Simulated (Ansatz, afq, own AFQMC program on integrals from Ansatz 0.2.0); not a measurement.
AlH3⁺, doublet: AFQMC among the cluster methods

| atom | x (Å) | y (Å) | z (Å) |
| --- | --- | --- | --- |
| Al | 0.0000 | 0.1146 | 0.0000 |
| H | 0.0000 | 0.4537 | -3.1117 |
| H | 0.0000 | 0.4537 | 3.1117 |
| H | 0.0000 | -3.9760 | 0.0000 |

Basis cc-pVDZ. Noble-gas cores (and the filled d shells of Ga–Kr and In–Xe) are frozen. Ansatz 0.2.0 and our own AFQMC program on the same integrals; the CISD trial comes from CCSD amplitudes, and released means the phaseless constraint is let go. ± is one standard error of the sampling.

Determinant: UHF, the one that the program's search chose, which needn't be the lowest solution. The geometry is a point of a scan.

Full CI on the same integrals is exact in this basis and with this determinant's frozen core.

Cautions: unrestricted determinant spin contaminated (⟨S²⟩ 1.76 against 0.75); the next higher spin lies close (full CI puts it 15 meV above); walk and cluster series may follow different spin states.

- T1 diagnostic: 0.0127
- weight of the determinant in the CISD state: 0.935
- ⟨S²⟩ of the determinant: 1.759
- size of the correlated space: 5 electrons in 28 orbitals

Reference: full CI, correlation energy -1.080 eV. The released energy is read at 2.40 1/Eh (meV from the phaseless value at times in 1/Eh: -1.5 ± 1.5 at 0.24, -0.1 ± 0.7 at 0.51, -0.4 ± 0.5 at 0.99, -1.3 ± 1.1 at 1.62, -0.7 ± 0.4 at 2.40). The cautions show a poor starting determinant, so the rows tell how each method copes with it here, and full CI is the sure value.

```json
{"level": "HF", "E − E(reference) (kJ/mol)": "104.2", "share of correlation (%)": "0.00"}
{"level": "MP2", "E − E(reference) (kJ/mol)": "37.3", "share of correlation (%)": "64.25"}
{"level": "CCSD", "E − E(reference) (kJ/mol)": "1.0", "share of correlation (%)": "99.08"}
{"level": "CCSD(T)", "E − E(reference) (kJ/mol)": "0.7", "share of correlation (%)": "99.29"}
{"level": "CCSDT", "E − E(reference) (kJ/mol)": "0.2", "share of correlation (%)": "99.78"}
{"level": "CCSDT(Q)", "E − E(reference) (kJ/mol)": "0.1", "share of correlation (%)": "99.91"}
{"level": "CCSDTQ", "E − E(reference) (kJ/mol)": "1.5", "share of correlation (%)": "98.59"}
{"level": "ph-AFQMC/HF", "E − E(reference) (kJ/mol)": "-0.4 ± 1.0", "share of correlation (%)": "100.39"}
{"level": "ph-AFQMC/CISD", "E − E(reference) (kJ/mol)": "-0.1 ± 0.07", "share of correlation (%)": "100.05"}
{"level": "released AFQMC", "E − E(reference) (kJ/mol)": "-0.1 ± 0.04", "share of correlation (%)": "100.12"}
```

CCSDT and higher add their correlation energy to the determinant of the CCSD(T) run, since their own runs factorise the integrals more tightly (a shift of under 2 meV). Released energies are given only where the last usable release times agree within the noise; a slower fall can still hide under it.
